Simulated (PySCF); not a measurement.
propene (C₃H₆), SMILES C=CC.

The structure is a stationary point at r2SCAN-D4/def2-TZVP.

The numbers are results of TDDFT-PBE/def2-SVPD (PySCF 2.14.0), not measurements.

Vertical excitations. Gas-phase values at a fixed geometry. State labels are in the subgroup Cs.

Task: List the lowest excited states. (An estimate is asked for; the answer gives what the named calculation found.)

Result: 
```json
[
 {"state": "S1", "symmetry": "A\"", "energy (eV)": "6.65", "λ (nm)": "186", "f": "0.006", "main pairs": "HOMO→LUMO+1 100 %"},
 {"state": "S2", "symmetry": "A'", "energy (eV)": "7.39", "λ (nm)": "168", "f": "0.370", "main pairs": "HOMO→LUMO 93 %"},
 {"state": "S3", "symmetry": "A\"", "energy (eV)": "7.41", "λ (nm)": "167", "f": "0.035", "main pairs": "HOMO→LUMO+2 92 %"},
 {"state": "S4", "symmetry": "A\"", "energy (eV)": "7.43", "λ (nm)": "167", "f": "0.003", "main pairs": "HOMO→LUMO+3 91 %"},
 {"state": "S5", "symmetry": "A\"", "energy (eV)": "7.80", "λ (nm)": "159", "f": "0.000", "main pairs": "HOMO−1→LUMO 98 %"},
 {"state": "S6", "symmetry": "A\"", "energy (eV)": "8.40", "λ (nm)": "148", "f": "0.001", "main pairs": "HOMO−2→LUMO 97 %"},
 {"state": "S7", "symmetry": "A\"", "energy (eV)": "8.58", "λ (nm)": "144", "f": "0.001", "main pairs": "HOMO→LUMO+4 98 %"},
 {"state": "S8", "symmetry": "A'", "energy (eV)": "8.71", "λ (nm)": "142", "f": "0.002", "main pairs": "HOMO−1→LUMO+1 65 %, HOMO→LUMO+5 34 %"},
 {"state": "S9", "symmetry": "A'", "energy (eV)": "8.77", "λ (nm)": "141", "f": "0.052", "main pairs": "HOMO→LUMO+5 64 %, HOMO−1→LUMO+1 34 %"},
 {"state": "S10", "symmetry": "A\"", "energy (eV)": "9.10", "λ (nm)": "136", "f": "0.017", "main pairs": "HOMO→LUMO+6 99 %"},
 {"state": "T1", "symmetry": "A'", "energy (eV)": "4.53", "λ (nm)": "274", "f": "0", "main pairs": "HOMO→LUMO 99 %"},
 {"state": "T2", "symmetry": "A\"", "energy (eV)": "6.54", "λ (nm)": "190", "f": "0", "main pairs": "HOMO→LUMO+1 100 %"},
 {"state": "T3", "symmetry": "A\"", "energy (eV)": "7.26", "λ (nm)": "171", "f": "0", "main pairs": "HOMO−1→LUMO 53 %, HOMO→LUMO+3 33 %, HOMO→LUMO+2 13 %"},
 {"state": "T4", "symmetry": "A\"", "energy (eV)": "7.29", "λ (nm)": "170", "f": "0", "main pairs": "HOMO→LUMO+2 80 %, HOMO→LUMO+3 19 %"}
]
```
Triplets are in the Tamm–Dancoff approximation, which puts them higher than full response would, so one can lie above its singlet here.
